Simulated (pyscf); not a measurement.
A first-order saddle from PySCF, ωB97X-D3(BJ)/def2-SVP:

```
B
N 1 1.3903
H 2 1.0142 1 122.91
H 2 1.0146 3 113.46 1 179.97
H 1 1.2123 2 119.21 3 179.98
H 1 1.5584 5 122.70 2 157.78
H 6 0.9911 1 71.47 5 102.59
O 7 1.3503 6 68.47 1 173.28
H 8 0.9712 7 107.80 6 97.27
```

Surface: singlet, charge 0. Lowest wavenumbers (cm⁻¹): 2780i, 106, 197, 404, 459.

Q: Which two sides does it connect, and which bonds change?

A: `[BH2][NH2]` + `[OH2]` <-> `[BH2][NH2]` + `[OH2]`, a four-centre exchange read from left to right: B–H, H–O broken and B–H, H–O formed. At CCSD(T)/def2-TZVPP + ΔMP2(QZVPP) it lies +83.2 kcal/mol from the left side and +83.2 kcal/mol from the right (each side as separated species at their lowest minima found). The reactants may also form a dative adduct at H₂B–NH₂; it and routes through it were not searched. The products may also form a dative adduct at H₂B–NH₂; it and routes through it were not searched. The same reactants have a lower exit, to H₂B–OH + NH₃ (barrier +11.5 kcal/mol at ωB97M-D3(BJ), against +80.0 kcal/mol here). One saddle was located; it need not be the lowest between these sides. The CCSD(T) − MP2 part came from Ansatz, without density fitting, on the same reference.
